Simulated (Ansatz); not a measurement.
**C3H6F2: up Jacob's ladder to CCSD(T)**

Aim: compute C3H6F2 with functionals from several rungs and with coupled cluster, and see how far each lands from CCSD(T) at the basis-set limit for the atomisation energy.

Method: functionals in def2-TZVPP, the program's frozen cores in correlated methods; program: Ansatz 0.2.0, Gaussian basis.

Levels to be run: LDA (SPW92), PBE-D4, revPBE-D4, BLYP-D4, r2SCAN-D4, B97M-V, PBE0-D4, B3LYP-D4, r2SCANh-D4, r2SCAN0-D4, HSE06-D4, BHLYP-D4, CAM-B3LYP-D4, LC-ωPBE, ωB97X-V, ωB97M-V, B2PLYP, PBE-QIDH; CCSD(T)/def2-SVP; CCSD(T)/def2-TZVPP; MP2/def2-QZVPP; extrapolation to the limit; RPA on PBE.

### 1 The relaxed structure

All runs share one geometry, relaxed beforehand with PBE0-D4 in a triple-zeta def2 set.

11 atoms, charge 0, spin multiplicity 1.

Atoms are counted from 1 here; the program's logs count them from 0.

Bond lengths: C1–C2 1.504 Å, C1–H6 1.090 Å, C1–H7 1.090 Å, C1–H8 1.090 Å, C2–C3 1.504 Å, C2–F4 1.370 Å, C2–F5 1.370 Å, C3–H9 1.090 Å, C3–H10 1.090 Å, C3–H11 1.090 Å. Angles: C2–C1–H6 109.2°, C2–C1–H7 110.1°, C2–C1–H8 110.0°, H6–C1–H7 109.2°, H6–C1–H8 109.2°, H7–C1–H8 109.1°, C1–C2–C3 116.0°, C1–C2–F4 108.7°, C1–C2–F5 108.7°, C3–C2–F4 108.7°, C3–C2–F5 108.7°, F4–C2–F5 105.6°, C2–C3–H9 110.0°, C2–C3–H10 109.2°, C2–C3–H11 110.1°, H9–C3–H10 109.2°, H9–C3–H11 109.1°, H10–C3–H11 109.2°.

### 2 LDA

This LDA is Slater exchange with PW92 correlation.

in.yaml

```yaml
crystal:
  periodic: [false, false, false]
  atoms:
    - {symbol: C, position_ang: [-1.154136, 0.441297, 0.391197]}
    - {symbol: C, position_ang: [0.152158, 0.368092, -0.351352]}
    - {symbol: C, position_ang: [1.022092, -0.819062, -0.039868]}
    - {symbol: F, position_ang: [-0.106471, 0.381808, -1.696997]}
    - {symbol: F, position_ang: [0.864191, 1.511816, -0.100856]}
    - {symbol: H, position_ang: [-1.692034, 1.338404, 0.083859]}
    - {symbol: H, position_ang: [-0.971717, 0.483256, 1.465289]}
    - {symbol: H, position_ang: [-1.761717, -0.435543, 0.166030]}
    - {symbol: H, position_ang: [1.285470, -0.822050, 1.018116]}
    - {symbol: H, position_ang: [1.933322, -0.762632, -0.635741]}
    - {symbol: H, position_ang: [0.494141, -1.742484, -0.279176]}
basis:
  gaussian: {orbitals: def2-TZVPP}
hamiltonian: {xc: lda}
output: {orbitals: {seedname: orbitals}}
```

Run with:

```sh
> ansatz run in.yaml --threads 4 --pin off --events-out ev --progress --plain --max-ram 10444MiB
```

After this run come: PBE-D4 (GGA); revPBE-D4 (GGA); BLYP-D4 (GGA); r2SCAN-D4 (meta-GGA); B97M-V (meta-GGA); PBE0-D4 (hybrid); B3LYP-D4 (hybrid); r2SCANh-D4 (hybrid); r2SCAN0-D4 (hybrid); HSE06-D4 (hybrid); BHLYP-D4 (hybrid); CAM-B3LYP-D4 (range-separated); LC-ωPBE (range-separated); ωB97X-V (range-separated); ωB97M-V (range-separated); B2PLYP (double hybrid); PBE-QIDH (double hybrid); CCSD(T) in def2-SVP; CCSD(T) in def2-TZVPP; MP2 in def2-QZVPP; RPA on PBE orbitals.

**Question.** What will the summary of the whole plan be? Wanted: atomisation energy, CCSD(T)/CBS; farthest beyond LDA; mean size of error, GGA; mean size of error, meta-GGA; mean size of error, hybrid; mean size of error, range-separated; mean size of error, double hybrid; gap, smallest and largest; T1 diagnostic.

The runs gave:

| quantity | value |
| --- | --- |
| atomisation energy, CCSD(T)/CBS | 4349.0 kJ/mol |
| functionals within 21.7 kJ/mol (0.5 %) | revPBE-D4, BLYP-D4, r2SCAN-D4, B97M-V, PBE0-D4, B3LYP-D4, r2SCANh-D4, LC-ωPBE, ωB97X-V, ωB97M-V, PBE-QIDH |
| farthest beyond LDA | BHLYP-D4 (-138.3 kJ/mol) |
| mean size of error, GGA | 42.8 kJ/mol |
| mean size of error, meta-GGA | 10.9 kJ/mol |
| mean size of error, hybrid | 42.2 kJ/mol |
| mean size of error, range-separated | 16.0 kJ/mol |
| mean size of error, double hybrid | 28.2 kJ/mol |
| gap, smallest and largest | 8.08 eV (BLYP-D4), 15.54 eV (LC-ωPBE) |
| T1 diagnostic | 0.0106 |
| triples share of the correlation energy | 3.3 % |

LDA overbinds by 672.9 kJ/mol (15 %). PBE-D4 is off by +105.2 kJ/mol. Double hybrids carry the basis error of their MP2 part in triple zeta, and no dispersion term here, so their miss is partly the set-up's. The rungs meta-GGA, range-separated miss on average by less than the doubt on the reference (21.7 kJ/mol), so they tie. Misses under about 21.7 kJ/mol are within the doubt on the reference itself, which lacks core-valence correlation, relativity and higher excitations. Hartree-Fock recovers 74 % of the binding; the rest is correlation. CCSD(T) in def2-SVP is off by -174.1 kJ/mol, so the small basis spoils what the method gains. The gap grows from 8.1 to 15.5 eV across the functionals, mostly with the share of exact exchange.
